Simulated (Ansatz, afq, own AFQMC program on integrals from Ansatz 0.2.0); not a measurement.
## Where AFQMC and coupled cluster stand for BSiH3, triplet

```xyz
5

Si   -0.0003   -0.0859    0.5958
B    -0.0003    0.0900   -1.3330
H    -0.0003    1.0950    1.5177
H     0.2270    1.1772   -1.7806
H    -0.2170   -0.8438   -2.0414
```

Connectivity, by distances: SiH–BH2.

Basis cc-pVDZ. Noble-gas cores (and the filled d shells of Ga–Kr and In–Xe) are frozen. AFQMC by an in-house program on the Cholesky factors that Ansatz 0.2.0 writes for its CCSD(T) run. The CISD trial takes its coefficients from CCSD amplitudes. Released means that phaseless walkers are propagated on without the constraint, phases kept. Free AFQMC starts from the CCSD state and is never constrained. Its projection time is finite, and what remains of the start isn't in its error. Error bars are statistical, one sigma.

Determinant: UHF, the one that the program's search chose, which needn't be the lowest solution. The geometry is a point of a scan.

No full CI on the walks' own integrals is used here; CCSDT(Q) serves as the reference and is uncertain by about the last step of the cluster series.

Cautions: lower spins were not checked.

```
T1 diagnostic                               : 0.0249
weight of the determinant in the CISD state : 0.883
⟨S²⟩ of the determinant                     : 2.008
size of the correlated space                : 10 electrons in 41 orbitals
```

Reference: CCSDT(Q), correlation energy -5.311 eV. The released energy is read at 2.40 1/Eh (meV from the phaseless value at times in 1/Eh: -20 ± 12 at 0.24, -27 ± 10 at 0.51, -39 ± 11 at 0.99, -27 ± 10 at 1.62, -38 ± 14 at 2.40).

```tsv
level	E − E(reference) (meV)	share of correlation (%)
HF	5311.2	0.00
MP2	1197.3	77.46
CCSD	185.0	96.52
CCSD(T)	41.8	99.21
CCSDT	6.7	99.87
ph-AFQMC/HF	8.9 ± 30.2	99.83
ph-AFQMC/CISD	14.2 ± 9.2	99.73
released AFQMC	-24.1 ± 14.3	100.45
free AFQMC	2.8 ± 10.3	99.95
```

Free projections are given only where their last times agree within the noise and don't stop above the reference; a slow remainder of the start can still hide under it. Released energies are given only where the last usable release times agree within the noise; a slower fall can still hide under it.
